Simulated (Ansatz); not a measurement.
## Which method gave which barrier?

Saddle point of SiNH$_{7}$, singlet (SiH₄ + NH₃ → SiNH₅ ([NH2][SiH3]) + H₂; bonds formed: Si1–N7, H2–H6; bonds broken: Si1–H2, H6–N7), PBE0-D4/def2-TZVP structure:

```
9
angstrom
Si -0.0146 -0.0435 0.8220
H 1.6359 0.0550 -0.0566
H 0.4822 -1.3389 1.3447
H -1.4863 -0.1095 1.1852
H 0.4006 1.2193 1.4786
H 0.8617 0.0762 -0.9345
N -0.3270 0.0435 -1.0303
H -0.8023 0.8770 -1.3612
H -0.7502 -0.7791 -1.4479
```

Program: Ansatz 0.2.0. Basis: def2-TZVPP, with def2-QZVPP for the basis limit. Cores are frozen in the correlated methods. Extrapolation: Hartree–Fock as exp(−7.88 √X), correlation as X^−2.97. Four methods, as single points on the PBE0-D4 structures, gave these electronic barriers from the start structure: 162.6, 173.6, 200.5, 251.0 kJ/mol.

Question: The methods were, in alphabetical order, CCSD(T), HF, PBE-D4, r2SCAN-D4. Which gave which? (A judgement: the text doesn't fix the answer.)

Answer: Computed: PBE-D4 162.6; r2SCAN-D4 173.6; CCSD(T) 200.5; HF 251.0 kJ/mol. For comparison, CCSD(T) at an estimated basis limit (MP2 extrapolated from triple and quadruple zeta, plus CCSD(T) − MP2 in triple zeta) gives 196.8 kJ/mol.

The T1 diagnostic stays at or below 0.012.

Labels in which every atom is bracketed show which atoms are joined, not bond orders.

For scale, one of the runs: CCSD(T)/def2-TZVPP, 171 basis functions, launched by `ansatz run in.yaml --threads 2 --pin off --events-out ev --progress --plain --max-ram 4352MiB`. Hardware: 2 CPU threads of an Intel Xeon 6975P-C, shared host. Wall time 7.5 s; peak host memory 1.6 GiB.
